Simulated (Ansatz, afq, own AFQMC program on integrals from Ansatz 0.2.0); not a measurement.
Integrals from Ansatz 0.2.0, then the random walk in our own AFQMC program (afq).

```yaml
crystal:
  periodic: [false, false, false]
  atoms:
    - {symbol: B, position_ang: [-0.487697, 0.000000, 0.540439]}
    - {symbol: C, position_ang: [0.418753, 0.000000, -0.609388]}
    - {symbol: H, position_ang: [0.241060, 0.000000, 1.464864]}
basis:
  gaussian: {orbitals: 6-31G}
magnetization: {spin_polarized: false}
correlation: {method: ccsd_t, electrons: outside_noble_gas, hamiltonian_folder: ham}
```

```sh
$ ansatz run in.yaml --threads 1 --pin off --events-out ev --progress --plain --max-ram 16896MiB --backend cuda --devices 0, --max-vram 18GiB
```

Options of the walk:

```
--method phaseless --trial cisd --walkers 4000 --populations 20 --least-time 60 --time-step 0.005 --steps-per-block 50 --equilibration-blocks 28 --max-blocks 4000 --target-error 0.00017 --factor-cut 1e-05 --seed 7483 --release-times 0.24,0.51,0.99,1.62,2.4 --release-step 0.03 --release-every 3 --taylor-order 6
```

Times are imaginary, in 1/Eh. The walk had a cap of 122 s. With eight or more populations the least sampling time is a fifth of least-time, and the error comes from their spread.

Output of the walk:

```
orbitals 18  electrons 4 4  factors 117 of 285
reference energy -62.81731432 Eh
CCSD correlation -0.17062137 Eh in 18 cycles, weight of the determinant in the CISD state 0.7240
energy of the start -62.987929 Eh
 block  time / (1/Eh)  mean weight  energy / Eh
     1     0.250  1.0000  -62.986505
     2     0.500  1.0001  -62.987592
     3     0.750  0.9998  -62.989701
     4     1.000  1.0001  -62.991113
     5     1.250  1.0000  -62.992343
    10     2.500  0.9999  -62.996430
    31     7.750  1.0000  -62.999328
    56    14.000  0.9999  -62.999088
    81    20.250  1.0001  -62.999639
    96    24.000  1.0002  -63.001513
   106    26.500  1.0002  -62.999495
   131    32.750  1.0001  -62.999462
   156    39.000  1.0001  -62.998474
   181    45.250  0.9997  -62.999655
   186    46.500  0.9997  -62.995914
   206    51.500  1.0002  -62.997349
error from the spread of 20 populations
released: time / (1/Eh)  energy / Eh  error  mean overlap
  0.24  -62.999299  0.000134  0.9992
  0.51  -62.999746  0.000159  0.9989
  0.99  -63.000168  0.000143  0.9998
  1.62  -63.000482  0.000149  0.9996
  2.40  -63.001033  0.000170  0.9997
energy -62.998890 +/- 0.000141 Eh
(rows thinned)
```

The run passed its tests (sampling time, drift between the halves within three errors, error under three times the target), which doesn't prove that it has relaxed.

Against this walk (error 3.8 meV) on the same determinant: CCSD(T) 57.5 meV lower, CCSDT(Q) 99.5 meV lower, CCSDTQ 71.5 meV lower, full CI 74.4 meV lower. The error is statistical and leaves out the bias of the constraint. The released energies are still falling (meV from the phaseless value at times in 1/Eh: -11 ± 4 at 0.24, -23 ± 4 at 0.51, -35 ± 4 at 0.99, -43 ± 4 at 1.62, -58 ± 5 at 2.40), so they give no level; they do show a bias of the constraint, and the last of them that isn't too noisy lies 16 meV above full CI. Full CI is exact here, so the walk's 74 meV above it is the walk's own error: the bias of the constraint with this trial. The determinant is a poor start (see the cautions), so the low cluster orders aren't to be relied on, and full CI is the sure value.

Cautions: constraint bias not in the error; higher spins were not checked; restricted determinant unstable towards unrestricted (UHF 1.79 eV lower, ⟨S²⟩ 1.36); strong correlation (T1 0.109, weight of the determinant 0.72, largest double 0.19); (T) is large, 8 % of the CCSD correlation; CCSDTQ on the UHF determinant differs (681 meV lower), perhaps since the unrestricted series falls towards higher spin.

The walk took 32 s on 1 × NVIDIA H100 80GB HBM3 with 2 threads of AMD EPYC 7R13 Processor (Zen 3), on a shared host (the card was shared). The log's last line is the phaseless energy.

CCSDT and higher add their correlation energy to the determinant of the CCSD(T) run, since their own runs factorise the integrals more tightly (a shift of under 2 meV). A walk keeps the symmetry of its determinant, which the program's search chose and which needn't be the lowest solution, so a lower state of the same spin and another symmetry isn't excluded.
